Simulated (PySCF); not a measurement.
SiH3 (doublet state).
Atom-mapped SMILES: `[SiH3:1]` (hydrogens: H2, H3, H4 on Si1)

Geometry (GFN2-xTB, Å), atoms numbered from 1 in this order:
```xyz
4
SiH3 angstrom
Si     0.0004    0.0018    0.2326
H     -0.5658    1.2955   -0.0934
H      1.4092   -0.1543   -0.0699
H     -0.8335   -1.1382   -0.0921
```

Method: PySCF 2.14.0, UKS B3LYP, pcH-1 on H Si, non-relativistic, mean-field spin-orbit, GIAO. Isolated species at its GFN2-xTB geometry, gas phase. Couplings are sensitive to structure, and on GFN2-xTB geometries they can be far from those on DFT ones, by a factor of two or more for some ions and for spin on atoms past the first row.

Principal values of hyperfine tensors in MHz (contact, dipolar and spin–orbit terms together), for some of the nuclei:

```tsv
atom	isotope	A1	A2	A3	alike by the symmetry of this geometry
Si1	29Si	-535.30	-253.50	-253.49	none
H4	1H	-12.56	1.34	7.93	H2, H3
```

Give the isotropic coupling of each nucleus in MHz and in mT (g = 2.0039), and the anisotropic part.

a_iso is a third of the trace, T = A − a_iso, and a(mT) = a(MHz)/(g × 13.996). The tensors hold a spin–orbit part: the run splits a_iso into a_FC + a_SO, and T includes its anisotropic share.

| atom | a_iso (MHz) | a_FC | a_SO | a_iso (mT) | T1 | T2 | T3 |
| --- | --- | --- | --- | --- | --- | --- | --- |
| Si1 | -347.43 | -348.54 | 1.10 | -12.387 | -187.87 | 93.93 | 93.94 |
| H4 | -1.10 | -1.12 | 0.03 | -0.039 | -11.46 | 2.44 | 9.03 |

What spin density at the nucleus of Si1 lies behind its contact coupling (g_N = -1.11058)?

a_FC = (2μ0/3) gₑ μB g_N μN ρ(0)/(2S·h) = 800.24 MHz × g_N × ρ(0)/(2S), with ρ in bohr⁻³. With a_FC = -348.54 MHz and 2S = 1, ρ(0) = 0.3922 bohr⁻³. The nuclear moment is negative, so coupling and spin density have opposite signs.

Which nucleus of the table has the largest anisotropic coupling, and what is its form?

Si1: -187.9, 93.9, 93.9 MHz (the dipolar term alone has -186.9, 93.4, 93.4), axial, in the ratio +1:+1:−2, the form that spin in one p orbital centred on that nucleus gives (the nuclear moment is negative).

In a single crystal, with the field along each principal axis of the tensor of H4 in turn, what first-order splitting does this nucleus give (isotropic g, quadrupole terms neglected)?

2 lines (I = 1/2), spaced by |A_i|/(g × 13.996): 0.45, 0.05, 0.28 mT along the axes of A1, A2 and A3.

Hardware: x86-64 server, one thread, shared host. Cost: 6.3 s wall.
